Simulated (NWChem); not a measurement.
# hydrogen isocyanide (CHN); SMILES [NH+]#[C-]

```xyz
3

C      0.0000     0.0000     0.7364
N      0.0000     0.0000    -0.4270
H      0.0000     0.0000    -1.4242
```
Atoms are numbered in this order, from 1.

Geometry: optimised at PBE0-D3(BJ)/def2-TZVP.

 States above −ε(HOMO) = 7.6 eV lie in this functional's continuum and hang on the basis.

### Question
List the 4 lowest vertical singlet excitations from PBE/aug-cc-pVDZ, TDA (NWChem).

### Answer
```csv
state,energy (eV),oscillator strength,leading excitation (squared amplitude)
S1,6.99,0.029,HOMO → LUMO+2 (0.99)
S2,8.07,0.128,HOMO → LUMO (0.92)
S3,8.07,0.128,HOMO → LUMO+1 (0.92)
S4,8.61,0.000,HOMO−2 → LUMO (0.50)
```
